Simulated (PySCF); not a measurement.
Compound: 3-butenal, C₄H₆O.
Geometry (PBE0-D3(BJ)/def2-SVP, Å), atoms numbered from 1 in this order:
```xyz
11
C4H6O angstrom
C     -1.7870    0.5396    0.2751
C     -0.5509    0.5759   -0.2207
C      0.3751   -0.5931   -0.2852
C      1.7631   -0.3151    0.2333
O      2.1543    0.7560    0.6076
H     -2.4212    1.4294    0.2916
H     -2.2141   -0.3814    0.6862
H     -0.1513    1.5192   -0.6088
H     -0.0270   -1.4718    0.2494
H      0.5136   -0.9363   -1.3309
H      2.4435   -1.2080    0.2328
```

Theory: PySCF 2.14.0, PBE0-D3(BJ)/def2-SVP geometry optimisation, gas phase.

Take the most abundant isotopes and a rigid rotor. The values belong to one conformer with, in the numbering `[CH2:1]=[CH:2][CH2:3][CH:4]=[O:5]`, C1–C2–C3–C4 -132°, C2–C3–C4–O5 -4°.

**Question.** Give the principal moments of inertia and the rotational constants in MHz.

**Answer.** Ia = 37.07, Ib = 167.91, Ic = 191.92 u·Å²; 505379 MHz·u·Å²/I gives A = 13634, B = 3010, C = 2633 MHz.

**Question.** What kind of rotor is it?

**Answer.** A near-prolate asymmetric top: κ = (2 × 3010 − 13634 − 2633)/(13634 − 2633) = -0.93.

**Question.** What does the inertial defect say?

**Answer.** Not planar: Δ = Ic − Ia − Ib = -13.06 u·Å². For a rigid frame Δ = −2 Σ m c², so Σ m c² = 6.53 u·Å² lies off the ab plane: 3.84 from hydrogen and 2.69 from heavier atoms. The atom farthest from that plane is 1.08 Å away.

**Question.** Give the other two planar moments, Paa and Pbb, and the rms extents of the mass along the axes.

**Answer.** Paa = Σ m a² = (Ib + Ic − Ia)/2 = 161.38 and Pbb = Σ m b² = (Ia + Ic − Ib)/2 = 30.54 u·Å². With the mass M = 70.04 u, the rms extents √(P/M) along a, b and c are 1.52, 0.66, 0.31 Å.

**Question.** Where do the levels up to J = 2 lie, in MHz?

**Answer.** Above 0(0,0):
J = 1: 1(0,1) 5643, 1(1,1) 16267, 1(1,0) 16644
J = 2: 2(0,2) 16919, 2(1,2) 27177, 2(1,1) 28306, 2(2,1) 60179, 2(2,0) 60189
The levels of one J sum to (2J + 1)J(J + 1)(A + B + C)/3.

**Question.** Which types of transition are allowed, and where do some lines up to J = 2 fall?

**Answer.** The dipole components are |μa| = 0.98 D, |μb| = 2.31 D, |μc| = 0.08 D. The squared components, which scale the intensities, stand as 0.18 : 1.00 : 0.00 (a : b : c). Some lines, for components of 0.1 D or more:

```csv
type,branch,"J(Ka,Kc)",MHz,lower level (cm⁻¹)
a,Q,"1(1,0) ← 1(1,1)",377,0.543
b,R,"2(0,2) ← 1(1,1)",652,0.543
a,Q,"2(1,1) ← 2(1,2)",1130,0.907
a,R,"1(0,1) ← 0(0,0)",5643,0.000
a,R,"2(1,2) ← 1(1,1)",10910,0.543
b,Q,"1(1,0) ← 1(0,1)",11001,0.188
a,R,"2(0,2) ← 1(0,1)",11276,0.188
b,Q,"2(1,1) ← 2(0,2)",11387,0.564
a,R,"2(1,1) ← 1(1,0)",11663,0.555
b,R,"1(1,1) ← 0(0,0)",16267,0.000
b,R,"2(1,2) ← 1(0,1)",21534,0.188
b,Q,"2(2,0) ← 2(1,1)",31882,0.944
b,Q,"2(2,1) ← 2(1,2)",33002,0.907
b,R,"2(2,1) ← 1(1,0)",43535,0.555
b,R,"2(2,0) ← 1(1,1)",43922,0.543
```

**Question.** Estimate the classical rotational partition function at 10 K, 25 K and 50 K.

**Answer.** Point group C1, symmetry number σ = 1; q = (√π/σ)·√((kT/h)³/(ABC)), k/h = 20836.6 MHz/K: 513 at 10 K, 2030 at 25 K, 5730 at 50 K.

PBE0-D3(BJ)/def2-SVP frequencies: not computed here. No vibrational averaging or centrifugal distortion is included, and the geometry carries the error of its method.
